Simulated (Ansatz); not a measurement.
Consider the substitution at a C–C bond: `CC#CCF` + CH₃OH → `CC#COC` + `CF`.

Program: Ansatz. Geometries: PBE0-D4/def2-TZVP. ΔE: electronic, gas phase. CCSD(T)/CBS adds triple-zeta CCSD(T) − MP2 to the extrapolated MP2 energy (def2 sets, frozen cores). This one scheme is used for every species. Functionals use def2-TZVPP.

Is it downhill or uphill in electronic energy at CCSD(T)/CBS, and by how much? (Estimate.)

Computed: Uphill: ΔE = +0.69 eV.

What do these levels give: ωB97M-V, B2PLYP, SCS-MP2/def2-TZVPP, MP2/def2-QZVPP, HF/CBS(def2), MP2/CBS(def2)? (An estimate is asked.)

Computed: ωB97M-V 0.64, B2PLYP 0.63, SCS-MP2/def2-TZVPP 0.67, MP2/def2-QZVPP 0.71, HF/CBS(def2) 0.60, MP2/CBS(def2) 0.72 eV.

Largest T1 diagnostic among the species: 0.012.

In def2-TZVPP, CCSD(T) changes the Hartree–Fock value by +0.06 eV (the triples alone add −0.01 eV) and MP2 by +0.09 eV.
